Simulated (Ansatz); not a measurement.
Gas-phase reaction in SMILES: SS (H2S2) + [H][H] (H2) → 2 S (H2S)

Property: energy of full hydrogenation (electronic), in kcal/mol. Conventions: non-relativistic; no dispersion term unless named; LANL2DZ with its own core potentials from Na on; valence correlation only; no spin-orbit coupling; 6-311+G** with 5d, 6d on Na to Ar in Ansatz (a first-principles code); 6-31G* and kin with 6d, 5d where marked. CBS marks a two-point X^-3 extrapolation of the correlation energy; Hartree-Fock from the larger set. Ab initio and DFT rows: single points at B3LYP-D3(BJ) geometries (Ansatz).

Coupled cluster (Ansatz) is a level with limits of its own, used here on species with T1 under 0.025 (0.045 for open shells) and stable references: CCSD(T)/CBS(def2-TZVPPD,def2-QZVPPD).

Value to compare with, CCSD(T)/CBS(def2-TZVPPD,def2-QZVPPD) (Ansatz): -15.4 kcal/mol.

| level | program | energy of full hydrogenation (electronic) (kcal/mol) | difference |
|---|---|---|---|
| B3LYP/STO-3G | Ansatz | -4.5 | 10.9 |
| B3LYP/3-21G | Ansatz | -20.5 | -5.1 |
| B3LYP/LANL2DZ | Ansatz | -23.4 | -8.0 |
| B3LYP/6-31G | Ansatz | -19.0 | -3.6 |
| B3LYP/6-31G* | Ansatz | -14.9 | 0.5 |
| B3LYP/6-31+G* | Ansatz | -15.9 | -0.5 |
| B3LYP/6-31G** | Ansatz | -16.9 | -1.5 |
| B3LYP/def2-SVP | Ansatz | -18.9 | -3.5 |
| B3LYP/cc-pVDZ | Ansatz | -17.6 | -2.2 |
| B3LYP/6-311+G** | Ansatz | -19.6 | -4.2 |
| B3LYP/def2-TZVPD | Ansatz | -15.4 | 0.0 |

Among the 10 habitual levels, B3LYP/STO-3G lies farthest from CCSD(T)/CBS(def2-TZVPPD,def2-QZVPPD) (Ansatz) (10.9 kcal/mol); 2 of 10 lie above it, and their mean absolute difference is 4.0 kcal/mol, the median 3.5. One case shows no general order.

The sets are all those run for this method; runs whose electronic state is in doubt are left out.
